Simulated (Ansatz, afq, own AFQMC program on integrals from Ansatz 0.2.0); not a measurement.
Atomization energy of GeHO, quartet

```csv
atom,x (Å),y (Å),z (Å)
Ge,0.0000,-0.0375,0.3220
O,0.0000,0.0862,-1.5290
H,0.0000,1.3375,1.0643
```

Connectivity, by distances: GeH–O.

Atoms in their ground-state spins without spin–orbit coupling (mostly on UHF) minus the molecule (UHF), without zero-point energy. The geometry is a stationary point, not shown to be a minimum.

Basis cc-pVDZ. Only valence electrons are correlated. Integrals, coupled cluster, full CI and functionals: Ansatz 0.2.0; the random walks run on the same integrals in our own AFQMC program. The CISD trial takes its coefficients from CCSD amplitudes. Released means that phaseless walkers are propagated on without the constraint, phases kept. Error bars are statistical, one sigma. No spin–orbit coupling. The errors of all members are added in quadrature.

No full CI on the walks' own integrals is used here; CCSDT(Q) serves as the reference and is uncertain by about the last step of the cluster series. Each member takes its own surest rung, up to full CI.

The best estimate is CCSD(T) at the basis-set limit (CBS: def2-TZVPP and def2-QZVPP, with their diffuse functions for anions and beside diffuse sets, CCSD(T) itself extrapolated) plus the step from CCSD(T) to CCSDT(Q) in cc-pVDZ. Rows without CBS are in cc-pVDZ, the functionals in def2-TZVP; B2PLYP and the wave-function rows carry a basis error of their own. Core correlation and relativity beyond core potentials are missing, and ± holds the sampling alone.

Cautions: inner d shell frozen; no relativity below Rb; no spin-orbit coupling; GeHO (quartet): another spin lies lower, its ph-AFQMC/CISD value lies 43 ± 11 meV above CCSDT(Q).

```csv
level,atomization energy (eV)
r2SCAN,5.125
MP2,3.962
wB97M-V,4.701
```

Q: From these cheaper values, estimate the atomization energy at the level of the best estimate.

A: 4.802 eV (best estimate, highest rung CCSDT(Q)).

```json
{"level": "HF", "atomization energy (eV)": "2.404", "error against the best estimate (eV)": "-2.398"}
{"level": "CCSD", "atomization energy (eV)": "3.838", "error against the best estimate (eV)": "-0.964"}
{"level": "CCSD(T)", "atomization energy (eV)": "3.942", "error against the best estimate (eV)": "-0.860"}
{"level": "CCSDT", "atomization energy (eV)": "3.962", "error against the best estimate (eV)": "-0.840"}
{"level": "CCSDT(Q)", "atomization energy (eV)": "3.975", "error against the best estimate (eV)": "-0.827"}
{"level": "ph-AFQMC/CISD", "atomization energy (eV)": "3.935 ± 0.011", "error against the best estimate (eV)": "-0.867 ± 0.011"}
{"level": "released AFQMC", "atomization energy (eV)": "3.958 ± 0.015", "error against the best estimate (eV)": "-0.844 ± 0.015"}
{"level": "HF/CBS", "atomization energy (eV)": "2.731", "error against the best estimate (eV)": "-2.070"}
{"level": "MP2/CBS", "atomization energy (eV)": "4.779", "error against the best estimate (eV)": "-0.023"}
{"level": "CCSD(T)/CBS", "atomization energy (eV)": "4.770", "error against the best estimate (eV)": "-0.032"}
{"level": "PBE", "atomization energy (eV)": "5.068", "error against the best estimate (eV)": "0.266"}
{"level": "PBE0", "atomization energy (eV)": "4.762", "error against the best estimate (eV)": "-0.040"}
{"level": "B3LYP", "atomization energy (eV)": "4.752", "error against the best estimate (eV)": "-0.050"}
{"level": "B2PLYP", "atomization energy (eV)": "4.639", "error against the best estimate (eV)": "-0.163"}
```

Correlation beyond CCSD(T) adds 0.032 eV. Going to the basis-set limit adds 0.828 eV at CCSD(T). The perturbative (T) step is worth +0.104 eV.

Best estimates are given only where the step beyond CCSD(T) is under 0.3 eV and no member's determinant is very poor (T1 over 0.05, or 0.07 for open shells, ⟨S²⟩ too high by 0.3, two states mixed), so the hardest cases are missing from such tables.

The functionals ran in a triple-zeta set and keep a basis error of their own, a few kJ/mol for each bond in atomization energies and more for double hybrids, so close places among them and the extrapolated levels can swap.

CCSDT and higher add their correlation energy to the determinant of the CCSD(T) run, since their own runs factorise the integrals more tightly (a shift of under 2 meV). Each member of a difference takes its own highest rung, so a best estimate needn't equal the limit plus the step of one row. A walk keeps the symmetry of its determinant, which the program's search chose and which needn't be the lowest solution, so a lower state of the same spin and another symmetry isn't excluded. Released energies are given only where the last usable release times agree within the noise; a slower fall can still hide under it.
